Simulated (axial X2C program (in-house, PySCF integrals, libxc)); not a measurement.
## Testing model relations on NH

A bond curve at the CCSD(T) level, two-component, was computed with an in-house relativistic program for diatomic molecules (basis N dyall-av3z [7s7p3d2f], H dyall-v3z [6s2p1d] (cores contracted in-house)) for the state Ω = 1 (⟨Sz⟩ = 1.00, ⟨Lz⟩ = 0.00 at HF). Its fit gives Re = 1.0404 Å, ωe = 3263.8 cm⁻¹, ωexe = 77.7 cm⁻¹ and αe = 6.450e-01 cm⁻¹; the masses are 14.0031 and 1.0078 u. Two-component means X2C with spin–orbit coupling and atomic mean-field Coulomb and Gaunt terms.

Correlated methods: 6 electrons correlated (number of frozen shells: N 1 s; H none), 130 virtual spin orbitals or spinors in MP2, 70 natural virtuals in coupled cluster.

**Question.** Find the reduced mass, Be and the force constant.

**Answer.** From the CCSD(T) values: μ = 0.9401 u. Be = 16.8576/(μ Re²) = 16.57 cm⁻¹. k = 5.8918×10⁻⁷ μ ωe² = 5.9 mdyn/Å.

**Question.** Estimate De from a Morse curve and compare with the computed well depth of 3.485 eV to N + H.

**Answer.** De(Morse) = ωe²/(4ωexe) = 4.249 eV against 3.485 eV computed, a ratio of 1.22. The extrapolation overshoots: the well softens faster than a Morse curve, or the lowest atomic limit lies below the one to which the curve heads.

**Question.** Scale the constants to the deuteride (D 2.0141 u) within the Born–Oppenheimer picture.

**Answer.** ρ = √(μH/μD) = 0.7307; ωe = 2384.8, ωexe = 41.5, Be = 8.845 cm⁻¹; the zero-point energy falls by 430 cm⁻¹.

**Question.** Where do the fundamental and the first overtone lie?

**Answer.** ν(1←0) = ωe − 2ωexe = 3108.4 cm⁻¹; ν(2←0) = 2ωe − 6ωexe = 6061.4 cm⁻¹.

**Question.** Estimate the centrifugal constant by the Kratzer relation.

**Answer.** D = 4Be³/ωe² = 1.71e-03 cm⁻¹.

The state is one determinant whose occupation by symmetry is held fixed; it was picked as the lowest of a PBE0 search that is not exhaustive. De is counted from the lowest determinant-based energies of the atoms at the same level, without counterpoise correction. Coupled cluster ran in a truncated set of natural virtual spinors; the MP2 energy of the rest was added. (T) has no such correction and the atoms are truncated less, which lowers De at CCSD(T) by a hundredth of an eV or more. With several unpaired electrons one determinant need not be a pure state. Open-shell Ω = 0 determinants with evenly filled partner blocks cannot be reached by this program, so the Ω shown need not be the lowest component. This is the Ω = 1 component of a π² triplet; the 0⁺ component is not one determinant and can lie lowest.
